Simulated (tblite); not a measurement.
C5H11O (doublet state).
Structure used (GFN2-xTB), in Å, numbered top down from 1:
```
atom  x, y, z in Å
C1     2.6614   -0.1328   -0.0799
O2     1.3160   -0.2003   -0.4589
C3     0.4204    0.1874    0.5910
C4    -0.9832    0.0909    0.1196
C5    -1.6531   -1.2329    0.1198
C6    -1.5484    1.2000   -0.6876
H7     2.8746   -0.8019    0.7647
H8     2.9474    0.8888    0.2049
H9     3.2459   -0.4443   -0.9438
H10    0.5901   -0.4745    1.4561
H11    0.6628    1.2198    0.8921
H12   -1.3475   -1.8255   -0.7510
H13   -2.7357   -1.1226    0.0774
H14   -1.3859   -1.8062    1.0067
H15   -1.2183    2.1673   -0.3105
H16   -2.6369    1.1684   -0.6863
H17   -1.2168    1.1305   -1.7306
```

All values are computed: GFN2-xTB (tblite) harmonic vibrations without scaling, gas phase. Errors from tens to a few hundred cm⁻¹ against measured bands are possible. One conformer, not necessarily the lowest. Open shells enter through the occupations alone, without spin polarisation, and single modes of such species can be off by tens of per cent.

Harmonic wavenumbers (cm⁻¹): 33.5, 51.3, 74.9, 86.6, 142.1, 225.1, 320.9, 353.5, 379.9, 491.5, 836.1, 914.8, 943.6, 957.6, 1008.7, 1020.5, 1041.4, 1072.5, 1136.0, 1155.9, 1202.3, 1297.9, 1327.3, 1333.3, 1384.5, 1397.7, 1405.8, 1462.2, 1468.6, 1469.7, 1471.7, 1476.8, 1484.5, 1494.4, 2819.7, 2844.4, 2876.5, 2891.1, 2894.9, 2903.7, 3005.5, 3006.5, 3009.7, 3015.1, 3019.5.

A = 6479, B = 1974, C = 1703 MHz; mass 87.081 u (most abundant isotopes); point group Cs, symmetry number 1; spin multiplicity 2.

Question: What is the zero-point energy?

Answer: ½Σν̃ = 32105 cm⁻¹ = 91.79 kcal/mol.

Question: Give the ideal-gas entropy at 400 K and 1 bar in the rigid-rotor, harmonic-oscillator model (classical rotation).

Answer: Translation 40.79, rotation 27.97, vibration 36.03, spin (R ln 2) 1.38: S = 106.2 cal/(mol K).

Question: And Cp and H(400 K) − H(0)?

Answer: Cp = 38.58 cal/(mol K), of which vibrations give 30.63 (their classical limit is 45 R = 89.4); H(400 K) − H(0) = 9.81 kcal/mol without the zero-point energy, 6.63 from vibrations.

Question: Blend soft modes into free rotors: weight 1/[1 + (100 cm⁻¹/ν̃)⁴] for the oscillator and the rest for a rotor with moment μB/(μ + B), μ = h/(8π²ν), B = 10⁻⁴⁴ kg m². What vibrational entropy results?

Answer: 31.01 cal/(mol K) in place of 36.03, which changes −T·S at 400 K by +2.01 kcal/mol.

Question: What must be added to the electronic energy to get the Gibbs energy at 400 K and 1 bar?

Answer: ZPE + [H(400 K) − H(0)] − T·S = 91.79 + 9.81 − 42.47 = 59.13 kcal/mol.

Question: How do the functions run with temperature in this model?

Answer: 
| T (K) | S (cal/(mol K)) | Cp (cal/(mol K)) | H − H(0) (kcal/mol) | G − H(0) (kcal/mol) | ln q(vib) |
| --- | --- | --- | --- | --- | --- |
| 50 | 58.8 | 14.8 | 0.56 | -2.38 | 0.97 |
| 100 | 70.3 | 18.7 | 1.40 | -5.63 | 2.57 |
| 298.15 | 96.0 | 30.8 | 6.28 | -22.36 | 7.61 |
| 373.15 | 103.6 | 36.5 | 8.80 | -29.84 | 9.23 |
| 500 | 115.6 | 45.9 | 14.04 | -43.75 | 11.84 |
| 750 | 137.1 | 60.3 | 27.42 | -75.39 | 16.78 |
| 1000 | 155.9 | 70.2 | 43.80 | -112.06 | 21.43 |

q(vib) and H(0) count from the zero-point level.

Hindered rotation and anharmonicity are outside this model. Other conformers, if any are populated, would add a mixing term that is left out.
